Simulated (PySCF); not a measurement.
## Orbital picture of Li₂⁺

UHF at R = 3.042 Å; basis Li STO-3G; no relativity; PySCF 2.14. State: ²Σg⁺ (doublet), unpaired electrons σ ↑. Only the outer orbitals are listed.

| spin | orbital | occ. | ε (eV) | main shells (%) |
| --- | --- | --- | --- | --- |
| α | σg | 1 | -11.12 | 70 s, 30 p |
| α | σu | 0 | -2.92 | 82 s, 18 p |
| α | πu | 0 | -2.14 | 100 p |
| α | πu | 0 | -2.14 | 100 p |
| β | σg | 0 | -3.37 | 101 s |
| β | σu | 0 | -2.38 | 71 s, 29 p |
| β | πu | 0 | -1.13 | 100 p |

Question: Which are the highest filled and the lowest empty level, where do they sit, and how wide is the gap?

Answer: Highest filled α σg at -11.12 eV (in %: 70 s, 30 p); lowest empty β σg at -3.37 eV (in %: 101 s); the gap at UHF is 7.75 eV.

| Quantity | Value |
| --- | --- |
| bond order (Mayer) | 0.50 |
| ⟨S²⟩ | 0.750 |
| polarisability along the bond | 48.5 bohr³ |
| polarisability across the bond | 44.0 bohr³ |

Shares are Mulliken populations and can fall outside 0 to 100 %.

STO-3G is very small, so such numbers show the basis as much as the molecule. The state was picked by a PBE0 search and need not be the measured ground state.
